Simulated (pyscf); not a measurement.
## Substitution at Ge: `[OH][GeH2][F]` + `[H]` [doublet] -> `[OH][GeH2][F]` + `[H]` [doublet]

Gas phase, doublet surface, charge 0. Bonds broken: Ge1–H6. Bonds formed: Ge1–H3. PySCF, gas phase, ωB97X-D3(BJ)/def2-SVP geometries.

Transition state (Å):

```xyz
7

Ge    -0.5678     0.5526     0.4045
F      0.2023     0.9263    -1.1350
H      1.0122     0.9508     1.0653
H     -1.5398     1.7006     0.6688
O     -1.3019    -0.9965    -0.0440
H     -0.0828     0.0105     1.8715
H     -1.3366    -1.0818    -1.0063
```

One imaginary mode, 562i cm⁻¹; descent along it reached the two sides named.

| bond | change | reactant side (Å) | saddle | product side |
|---|---|---|---|---|
| Ge1–H6 | breaks | 1.524 | 1.637 | 4.2 |
| Ge1–H3 | forms | 4.6 | 1.758 | 1.524 |

Electronic energies relative to the separated reactants (kcal/mol):

| level | barrier | reaction energy | reverse barrier |
|---|---|---|---|
| ωB97X-D3(BJ)/def2-TZVP | 14.9 | 0.0 | 14.9 |
| PBE/def2-TZVP | 10.1 | 0.0 | 10.1 |
| r²SCAN/def2-TZVP | 8.7 | 0.0 | 8.7 |
| B3LYP-D3(BJ)/def2-TZVP | 11.3 | 0.0 | 11.3 |
| PBE0-D3(BJ)/def2-TZVP | 12.1 | 0.0 | 12.1 |
| M06-2X/def2-TZVP | 15.2 | 0.0 | 15.2 |
| ωB97M-D3(BJ)/def2-TZVP | 15.1 | 0.0 | 15.1 |
| HF/def2-TZVP | 27.8 | 0.0 | 27.8 |

With ωB97M-D3(BJ)/def2-TZVP energies and thermal terms (ideal gas, 1 atm, RRHO with modes under 100 cm⁻¹ raised to 100, one conformer, R ln 2 for chiral ones without a mode under 150 cm⁻¹), in kcal/mol:

| T (K) | ΔH‡ | ΔG‡ | ΔH | ΔG |
|---|---|---|---|---|
| 298 | 15.0 | 22.3 | 0.0 | 0.0 |
| 600 | 14.4 | 29.9 | 0.0 | 0.0 |
| 900 | 14.0 | 37.7 | 0.0 | 0.0 |
| 1200 | 13.7 | 45.7 | 0.0 | 0.0 |

This is the saddle that the search found; another between the same sides may lie lower. The angle at the attacked Ge is 58° (front-side attack). Elements up to Kr have no core potential and no relativistic terms here.
